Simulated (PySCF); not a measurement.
[PySCF 2.14: GFN2-xTB geometry; NMR shieldings at PBE0/pcSseg-1/GIAO; single conformer; relativity neglected; isolated molecule; rapidly exchanging positions averaged]

Chemical shifts δ = σref − σ; TMS for ¹H (σ = 31.72 ppm), ¹³C (σ = 186.93 ppm), all at this level. Shifts are as computed. Against solution values, carbons near 30 ppm lie about +3 ppm off and those near 130 ppm about +5 ppm. Of 1211 compounds with measured shifts, 218 miss one by over three times the rms of a fit or turn the order of signals round; such compounds aren't used in these exercises.

(1) Order these molecules by the shift of their most deshielded carbon, lowest δ first.
A. [SiH3]CP1C=CCC=C1
B. FC(F)=C(F)F
C. COC(OC)C(F)F

(2) Order these molecules by the shift of their most deshielded carbon-bound hydrogen, lowest δ first.
A. [SiH3]CP1C=CCC=C1
B. COC(OC)C(F)F
C. FC(F)(F)c1ccccc1

(3) How many ¹³C and ¹H signals does each give (equivalence by symmetry and fast rotation, but not about amide C–N or C=N bonds)? `COC(OC)C(F)F`, `[SiH3]CP1C=CCC=C1`, `FC(F)(F)c1ccccc1`, `FC(F)=C(F)F`

Answers

(1) C (123.3 ppm, sp3 CH bonded to 2 F), A (136.9 ppm, alkene CH), B (156.6 ppm, fully substituted alkene carbon).

(2) B (5.98 ppm, hydrogen on an sp3 CH bonded to 2 F), A (6.53 ppm, hydrogen on an alkene CH), C (8.07 ppm, hydrogen on an aromatic CH).

(3) COC(OC)C(F)F: 3 C, 3 H; [SiH3]CP1C=CCC=C1: 4 C, 5 H; FC(F)(F)c1ccccc1: 5 C, 3 H; FC(F)=C(F)F: 1 C, 0 H.
